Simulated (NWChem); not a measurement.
**B3LYP/def2-SVPD run of SiH4O2 (SMILES O[SiH2]O)**

What is the vertical ionisation energy of SiH4O2 at B3LYP/def2-SVPD? 

The calculation is run with NWChem 7.3.0.

4 further runs of the same task are left out: 2 that didn't finish, 2 set aside as unsound or not needed.

**1. Starting point**

SiH4O2 has 7 atoms, charge 0, and is taken as a singlet. As SMILES, `O[SiH2]O`. Geometry: relaxed at PBE0-D4/def2-TZVP. This is one conformer, not always the lowest.

Bond lengths: O1–Si2 1.642 Å, Si2–O3 1.642 Å, O1–H4 0.958 Å, Si2–H5 1.481 Å, Si2–H6 1.481 Å, O3–H7 0.958 Å. Angles: O1–Si2–O3 113.5°, O1–Si2–H5 111.5°, O1–Si2–H6 103.9°, O3–Si2–H5 103.9°, O3–Si2–H6 111.5°, Si2–O1–H4 117.7°, Si2–O3–H7 117.7°, H5–Si2–H6 112.9°.

**2. Energy and gradient at B3LYP/def2-SVPD**

File m1.nw:

```
start m1
memory stack 880 mb heap 220 mb global 1100 mb
geometry units atomic noautosym nocenter noautoz
  O  -2.61755414 -0.46082861 -0.66968114
  Si  0.09715082  0.79786127  0.14974190
  O   2.40756777 -1.26341420  0.34612224
  H  -2.75268846 -1.16327761 -2.33341492
  H   0.99526206  2.63246408 -1.76379478
  H  -0.43331420  1.98205814  2.62970508
  H   2.30359504 -2.52484418  1.64134052
end
basis spherical bse
  * library def2-SVPD
end
dft
  xc b3lyp
  grid fine
  convergence energy 1e-08
  iterations 100
  mulliken
  noprint "final vectors analysis"
end
task dft gradient
```

The run is started by

```sh
$ nwchem m1.nw > m1.out
```

What it wrote:

```text
[...]
          Wavefunction type:  closed shell.
          No. of atoms     :     7
          No. of electrons :    34
[...]
          Charge           :     0
          Spin multiplicity:     1
[...]
          AO basis - number of functions:   102
[...]
              XC Information
              --------------
                         B3LYP Method XC Potential
                     Hartree-Fock (Exact) Exchange  0.200
                        Slater Exchange Functional  0.800 local
                    Becke 1988 Exchange Functional  0.720 non-local
              Lee-Yang-Parr Correlation Functional  0.810
                  VWN I RPA Correlation Functional  0.190 local
[...]
 d= 0,ls=0.0,diis     1   -442.1787096992 -5.63D+02  1.61D-02  7.43D-01     2.6
[...]
 d= 0,ls=0.0,diis     8   -442.2596805938 -9.36D-11  6.55D-07  9.21D-09    15.0
         Total DFT energy =     -442.259680593794
      One electron energy =     -850.089609063664
           Coulomb energy =      327.033408463585
    Exchange-Corr. energy =      -39.677432041596
 Nuclear repulsion energy =      120.473952047882
[...]
      Total Density - Mulliken Population Analysis
     ---------------------------------------------
    Atom       Charge   Shell Charges
 -----------   ------   -------------------------------------------------------
    1 O    8     8.60   1.99  1.08  0.62  0.15  2.91  1.68  0.16  0.01  0.00
    2 Si  14    13.24   2.00  1.98  1.04 -0.21  0.01  5.92  1.22  0.74  0.43  0.10
    3 O    8     8.60   1.99  1.08  0.62  0.15  2.91  1.68  0.16  0.01  0.00
    4 H    1     0.85   0.71  0.05  0.07  0.02
    5 H    1     0.93   0.76  0.15  0.01  0.00
    6 H    1     0.93   0.76  0.15  0.01  0.00
    7 H    1     0.85   0.71  0.05  0.07  0.02
[...]
  wavefunction    = closed shell
                         DFT ENERGY GRADIENTS
    atom               coordinates                        gradient
                 x          y          z           x          y          z
   1 O      -2.617554  -0.460829  -0.669681    0.015863   0.006611   0.003069
   2 Si      0.097151   0.797861   0.149742   -0.002829  -0.023199  -0.004348
   3 O       2.407568  -1.263414   0.346122   -0.013745   0.010745   0.000199
   4 H      -2.752688  -1.163278  -2.333415    0.002611   0.002511   0.004078
   5 H       0.995262   2.632464  -1.763795   -0.000192  -0.000679   0.000900
   6 H      -0.433314   1.982058   2.629705    0.000069  -0.000336  -0.001093
   7 H       2.303595  -2.524844   1.641341   -0.001777   0.004346  -0.002804
[...]
```

Wall time 20 s (1 thread of Intel Xeon 6975P-C (Granite Rapids), shared host); peak memory 0.12 GiB.

**3. The doublet cation: the energy at UB3LYP/def2-SVPD**

File run.py:

```python
from ase import Atoms
from ase.calculators.nwchem import NWChem

mol = Atoms(['O', 'Si', 'O', 'H', 'H', 'H', 'H'], positions=[
    [-1.385150, -0.243860, -0.354380],
    [0.051410, 0.422210, 0.079240],
    [1.274030, -0.668570, 0.183160],
    [-1.456660, -0.615580, -1.234790],
    [0.526670, 1.393040, -0.933360],
    [-0.229300, 1.048860, 1.391580],
    [1.219010, -1.336090, 0.868560],
])

calc = NWChem(
    label='input',
    theory='dft',
    memory='2200 mb',
    basis='def2-SVPD',
    basispar='spherical bse',
    charge=1,
    dft={'xc': 'b3lyp', 'mult': '2', 'grid': 'fine', 'convergence': 'energy 1e-08', 'iterations': '100', 'mulliken': None},
    task='energy',
)
mol.calc = calc

print(f"energy = {mol.get_potential_energy():.6f} eV")
```

The run is started by

```sh
$ export ASE_NWCHEM_COMMAND="nwchem PREFIX.nwi > PREFIX.nwo"
$ python run.py
```

What it wrote:

```text
energy = -12023.161576 eV
```

The calculator wrote input.nwi:

```
title "input"

permanent_dir input

scratch_dir input

start input

geometry units angstrom nocenter noautosym noautoz
  O  -1.3851500000000001e+00 -2.4385999999999999e-01 -3.5437999999999997e-01
  Si 5.1409999999999997e-02 4.2220999999999997e-01 7.9240000000000005e-02
  O  1.2740300000000000e+00 -6.6857000000000000e-01 1.8315999999999999e-01
  H  -1.4566600000000001e+00 -6.1558000000000002e-01 -1.2347900000000001e+00
  H  5.2666999999999997e-01 1.3930400000000001e+00 -9.3335999999999997e-01
  H  -2.2930000000000000e-01 1.0488599999999999e+00 1.3915800000000000e+00
  H  1.2190099999999999e+00 -1.3360900000000000e+00 8.6856000000000000e-01
end

charge 1

memory 2200 mb

basis spherical bse noprint
   * library def2-SVPD
end

dft
  xc b3lyp
  mult 2
  grid fine
  convergence energy 1e-08
  iterations 100
  mulliken
end

task dft energy
```

input.nwo:

```text
Northwest Computational Chemistry Package (NWChem) 7.3.0
             --------------------------------------------------------

           Job information
           ---------------

    nwchem branch   = 7.3.0
    use scalapack   = T
    input           = input.nwi
    prefix          = input.
    data base       = input/input.db
    status          = startup
    nproc           =        1

           Memory information
           ------------------

    heap     =     72089594 doubles =      550.0 Mbytes
    stack    =     72089599 doubles =      550.0 Mbytes
    global   =    144179200 doubles =     1100.0 Mbytes (distinct from heap & stack)
    total    =    288358393 doubles =     2200.0 Mbytes
    verify   = yes
    hardfail = no

           Directory information
           ---------------------

  0 permanent = input
  0 scratch   = input

                                NWChem Input Module
                                -------------------

                                       input
                                       -----

 Scaling coordinates for geometry "geometry" by  1.889725989
 (inverse scale =  0.529177249)

                             Geometry "geometry" -> ""
                             -------------------------

 Output coordinates in angstroms (scale by  1.889725989 to convert to a.u.)

[... 19 lines left out ...]
            Nuclear Dipole moment (a.u.)
[... 66 lines left out ...]
  convergence criterion.
[... 16 lines left out ...]
          Convergence on density requested:  1.00D-05
[... 23 lines left out ...]
          Spatial weights used:  Erf1
[... 3 lines left out ...]
          Convergence aids based upon iterative change in
[... 88 lines left out ...]
         Total DFT energy =     -441.843041911557
[... 1 line left out ...]
           Coulomb energy =      317.899785632160
[... 1 line left out ...]
 Nuclear repulsion energy =      120.473960703373
[... 724 lines left out ...]
                     DFT Final Beta Molecular Orbital Analysis
[... 793 lines left out ...]
   alpha     41     42     43     44     45     46     47     48     49     50
    beta     41     42     43     44     45     46     47     48     49     50
 overlap   1.000  0.999  0.999  0.998  0.999  0.999  0.999  0.999  0.999  0.999

   alpha     51     52     53     54     55     56     57     58     59     60
    beta     51     52     53     54     55     56     57     58     59     60
 overlap   0.999  1.000  0.999  0.999  1.000  0.999  1.000  0.993  1.000  0.993

   alpha     61     62     63     64     65     66     67     68     69     70
    beta     61     62     63     64     65     66     67     68     69     70
 overlap   0.993  0.996  0.995  1.000  0.999  0.989  0.990  0.999  0.992  0.995

   alpha     71     72     73     74     75     76     77     78     79     80
    beta     71     72     73     74     75     76     77     78     79     80
 overlap   0.994  0.996  0.998  0.975  0.975  0.997  0.998  0.999  0.994  0.998

   alpha     81     82     83     84     85     86     87     88     89     90
    beta     81     82     83     85     84     86     87     88     89     90
 overlap   0.993  0.984  0.981  0.982  0.982  0.998  0.997  1.000  0.997  0.968

   alpha     91     92     93     94     95     96     97     98     99    100
    beta     91     92     93     94     95     96     97     98     99    100
 overlap   0.968  1.000  0.999  1.000  0.999  0.999  0.998  1.000  0.998  1.000

   alpha    101    102
    beta    101    102
 overlap   1.000  1.000

     --------------------------
     Expectation value of S2:
     --------------------------
      <S2> =      0.7584 (Exact =     0.7500)

 center of mass
 --------------
 x =  -0.00823453 y =  -0.06756065 z =  -0.01266884

 moments of inertia (a.u.)
 ------------------
          93.191275467062          28.085482532461         -49.133394939094
          28.085482532461         244.748859857124          -0.362020800480
         -49.133394939094          -0.362020800480         281.912514699645

     Multipole analysis of the density
     ---------------------------------

     L   x y z        total         alpha         beta         nuclear
     -   - - -        -----         -----         ----         -------
     0   0 0 0      1.000000    -17.000000    -16.000000     34.000000

     1   1 0 0      0.015145      0.076368      0.145701     -0.206925
[... 8 lines of this table left out ...]
     2   0 0 2    -11.968065    -18.947282    -16.046029     23.025246

 Task  times  cpu:       41.7s     wall:       41.7s
 Total times  cpu:       41.7s     wall:       41.7s
```

It took 43 s on 1 thread of Intel Xeon 6975P-C (Granite Rapids), shared host; peak memory 0.11 GiB.

**4. What came out**

Level: B3LYP/def2-SVPD.

| quantity | value |
| --- | --- |
| singlet SiH4O2: total energy | -442.25968 Eh |
| singlet SiH4O2: dipole moment | 0.89 D |
| singlet SiH4O2: largest force on an atom | 1.222 eV/Å |
| doublet cation: total energy | -441.84304 Eh |
| doublet cation: HOMO energy (highest over α and β) | -15.76 eV |
| doublet cation: LUMO energy (lowest over α and β) | -13.95 eV |
| doublet cation: ⟨S²⟩ | 0.758 |
| vertical ionisation energy (to the doublet cation) | 11.337 eV |

In words: Removing an electron at fixed nuclei costs 11.34 eV (261 kcal/mol). The largest force (singlet SiH4O2) is 1.22 eV/Å: the shape isn't a stationary point for this species at this level.
